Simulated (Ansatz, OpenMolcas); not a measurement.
Worked example: the enthalpy of formation of S2O (Disulfur monoxide)

S2O: 3 atoms, total charge 0, spin state singlet. SMILES: `O=S=S`. Geometry: relaxed at PBE0-D4/def2-TZVP.

| atom | x (Å) | y (Å) | z (Å) |
| --- | --- | --- | --- |
| O | 0.4516 | 1.2040 | 0.4932 |
| S | 0.5291 | -0.2055 | 0.1489 |
| S | -0.9807 | -0.9985 | -0.6421 |

Total energies at HF/3-21G (OpenMolcas 26.06); the atoms run unrestricted:

```
species    state  energy (Eh)
    S2O  singlet  -865.384894
      O  triplet   -74.393657
      S  triplet  -395.551336
```

Harmonic wavenumbers at PBE0-D4/def2-TZVP, in cm⁻¹: 394, 723, 1241.

Measured heats of formation of the gaseous atoms at 298.15 K, in kJ/mol: O 249.2, S 277.0. Spin-orbit lowering of the atoms at 298 K (mean of the ground term's levels less their thermal mean, from spectra), in kJ/mol: O 0.40, S 1.88. Take 1 Eh = 2625.50 kJ/mol, 1 cm⁻¹ = 0.0119627 kJ/mol, RT = 2.479 kJ/mol.

Question: What heat of formation follows?

Answer: 
1. Electronic atomisation energy: (-74.393657) + 2 × (-395.551336) − (-865.384894) = -0.111435 Eh = -292.6 kJ/mol.
2. Zero-point energy: half the sum of the wavenumbers, 1179 cm⁻¹ = 14.1 kJ/mol.
3. Thermal vibrational enthalpy, Σ hcν̃/(exp(hcν̃/kT) − 1): 1.1 kJ/mol. Translation, rotation and pV of a non-linear molecule: 4 RT = 9.9 kJ/mol.
4. The 3 free atoms carry 5/2 RT each: 18.6 kJ/mol.
5. Spin-orbit coupling lowers the free atoms by 0.40 + 2 × 1.88 = 4.2 kJ/mol.
6. Atomisation enthalpy at 298 K: -292.6 − 4.2 − 14.1 − 1.1 − 9.9 + 18.6 = -303.3 kJ/mol.
7. Sum of the atoms' heats of formation: 803.2 kJ/mol. Heat of formation: 803.2 − -303.3 = +1106.5 kJ/mol.

The tabulated value is -56.5 kJ/mol (NIST-JANAF tables), so this level is off by +1163.0 kJ/mol, or 135.3 % of the atomisation enthalpy that the table implies (859.7 kJ/mol). Hartree–Fock leaves out correlation, which is larger in the molecule than in the atoms, so it underbinds and puts the heat of formation too high. A basis without polarisation functions underbinds badly. Anharmonicity and any spin-orbit splitting of the molecule are left out.
